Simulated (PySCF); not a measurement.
Compound: C3H2F2.
Cartesian coordinates in Å at the PBE0-D3(BJ)/def2-SVP level; atoms count from 1:
```
atom  x, y, z in Å
F1    -1.243   -0.881    1.501
C2    -0.530   -0.426    0.511
C3    -0.307   -0.409   -0.769
C4     0.565    0.433    0.116
F5     0.398    1.793    0.112
H6    -0.507   -0.709   -1.794
H7     1.628    0.210    0.292
```

Level of theory: PBE0-D3(BJ)/def2-SVP geometry optimisation, gas phase (PySCF).

Masses are those of the commonest isotopes; rigid-rotor values at the optimised geometry. 

**Question.** Give the principal moments of inertia and the rotational constants in MHz.

**Answer.** Ia = 42.93, Ib = 131.14, Ic = 160.06 u·Å²; 505379 MHz·u·Å²/I gives A = 11772, B = 3854, C = 3158 MHz.

**Question.** What kind of rotor is it?

**Answer.** An asymmetric top: κ = (2 × 3854 − 11772 − 3158)/(11772 − 3158) = -0.84.

**Question.** What does the inertial defect say?

**Answer.** Not planar: Δ = Ic − Ia − Ib = -14.01 u·Å². For a rigid frame Δ = −2 Σ m c², so Σ m c² = 7.01 u·Å² lies off the ab plane: 2.71 from hydrogen and 4.30 from heavier atoms. The atom farthest from that plane is 1.54 Å away.

**Question.** Give the other two planar moments, Paa and Pbb, and the rms extents of the mass along the axes.

**Answer.** Paa = Σ m a² = (Ib + Ic − Ia)/2 = 124.13 and Pbb = Σ m b² = (Ia + Ic − Ib)/2 = 35.92 u·Å². With the mass M = 76.01 u, the rms extents √(P/M) along a, b and c are 1.28, 0.69, 0.30 Å.

**Question.** List the rotational levels J(Ka,Kc) to J = 4 (K).

**Answer.** Above 0(0,0), as E/k:
J = 1: 1(0,1) 0.336, 1(1,1) 0.717, 1(1,0) 0.750
J = 2: 2(0,2) 1.007, 2(1,2) 1.356, 2(1,1) 1.456, 2(2,1) 2.596, 2(2,0) 2.599
J = 3: 3(0,3) 2.008, 3(1,3) 2.314, 3(1,2) 2.515, 3(2,2) 3.606, 3(2,1) 3.616, 3(3,1) 5.591, 3(3,0) 5.591
J = 4: 4(0,4) 3.334, 4(1,4) 3.589, 4(1,3) 3.923, 4(2,3) 4.950, 4(2,2) 4.981, 4(3,2) 6.941, 4(3,1) 6.941, 4(4,1) 9.714, 4(4,0) 9.714
Those of J = 1 are B + C, A + C and A + B.

**Question.** Which types of transition are allowed, and where do some lines up to J = 5 fall?

**Answer.** The dipole components are |μa| = 0.61 D, |μb| = 1.65 D, |μc| = 0.67 D. The squared components, which scale the intensities, stand as 0.14 : 1.00 : 0.17 (a : b : c). Some lines, for components of 0.1 D or more:

```csv
type,branch,"J(Ka,Kc)",MHz,lower level (cm⁻¹)
a,Q,"2(1,1) ← 2(1,2)",2089,0.943
c,Q,"5(1,5) ← 5(0,5)",4238,3.459
b,R,"2(0,2) ← 1(1,1)",6060,0.498
a,R,"1(0,1) ← 0(0,0)",7011,0.000
c,Q,"2(1,2) ← 2(0,2)",7266,0.700
a,R,"2(0,2) ← 1(0,1)",13979,0.234
a,R,"3(1,3) ← 2(1,2)",19963,0.943
b,Q,"5(2,3) ← 5(1,4)",21256,3.947
a,R,"3(1,2) ← 2(1,1)",22050,1.012
c,R,"2(2,1) ← 1(1,1)",39171,0.498
c,R,"4(1,3) ← 3(0,3)",39890,1.396
c,Q,"5(3,3) ← 5(2,3)",40231,4.656
c,Q,"4(3,2) ← 4(2,2)",40830,3.462
b,R,"3(2,1) ← 2(1,2)",47097,0.943
c,R,"4(2,2) ← 3(1,2)",51398,1.748
c,R,"4(2,3) ← 3(1,3)",54927,1.608
c,Q,"5(4,2) ← 5(3,2)",57708,6.000
b,R,"3(3,0) ← 2(2,1)",62396,1.805
b,R,"4(3,2) ← 3(2,1)",69270,2.514
b,Q,"5(5,1) ← 5(4,2)",74310,7.924
b,R,"5(3,3) ← 4(2,2)",76020,3.462
c,R,"5(3,3) ← 4(2,3)",76667,3.441
b,R,"4(4,1) ← 3(3,0)",85918,3.886
```

**Question.** Estimate the classical rotational partition function at 10 K, 50 K and 298.15 K.

**Answer.** Point group C1, symmetry number σ = 1; q = (√π/σ)·√((kT/h)³/(ABC)), k/h = 20836.6 MHz/K: 445 at 10 K, 4980 at 50 K, 72500 at 298.15 K.

PBE0-D3(BJ)/def2-SVP frequencies: not computed here. These are rigid-rotor constants of the computed structure; measured ground-state constants (B0) also hold zero-point vibration.

Hardware: one thread, Arm Neoverse V1 (shared host). Cost: 16 s of wall time. This is the geometry optimisation.
